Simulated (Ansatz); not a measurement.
Correlation energies of C4H9FO (`CCCOCF`) by basis set

Cartesian coordinates in Å:
```
C -0.676 2.169 -0.391
C -0.068 1.112 0.515
C 0.017 -0.230 -0.168
O 0.593 -1.166 0.732
C 0.613 -2.447 0.273
F 1.532 -2.602 -0.751
H -0.084 2.300 -1.302
H -1.692 1.900 -0.692
H -0.726 3.136 0.112
H -0.659 1.007 1.429
H 0.939 1.409 0.824
H 0.627 -0.164 -1.076
H -0.985 -0.579 -0.462
H 0.926 -3.090 1.097
H -0.358 -2.755 -0.139
```

Total charge 0; spin multiplicity 1. The structure was optimised at the PBE0-D4/def2-TZVP level. It is one conformer, not always the lowest. Frozen core, restricted reference, Ansatz. CBS rows extrapolate triple and quadruple zeta; past MP2 they add the triple-zeta difference.

```
     basis     HF (Eh)  MP2 corr.
  def2-SVP  -330.75393   -0.93436
def2-TZVPP  -331.14351   -1.17970
def2-QZVPP  -331.15884   -1.26708
```

Q: Estimate the CCSD correlation energy and the (T) correction in each basis where they were run (hartree).

A: 
| basis | CCSD corr. | (T) |
| --- | --- | --- |
| def2-SVP | -0.99597 | -0.02517 |
| def2-TZVPP | -1.22631 | -0.04436 |
| CBS(def2) | -1.37842 | as TZ |
